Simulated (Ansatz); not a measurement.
## Ansatz (development build ahead of 0.2.0) run

```yaml
crystal:
  periodic: [false, false, false]
  atoms:
    - { symbol: C, position_ang: [0.45174, 0.0, 0.0] }
    - { symbol: H, position_ang: [1.02265, 0.59437, 0.59437] }
    - { symbol: H, position_ang: [1.02265, -0.59437, -0.59437] }
    - { symbol: F, position_ang: [-0.26421, 0.71292, -0.71292] }
    - { symbol: F, position_ang: [-0.26421, -0.71292, 0.71292] }
basis:
  gaussian: { orbitals: cc-pVDZ }
hamiltonian:
  xc: hf
```

The input is written out in the form of the current development build from the run's settings.

Output:

| Quantity | Value |
| --- | --- |
| Converged | yes |
| Total energy | -237.87880 hartree |
| Spin squared of the determinant | 0.000 |

Caution: no unrestricted run beside it, a lower state can exist.
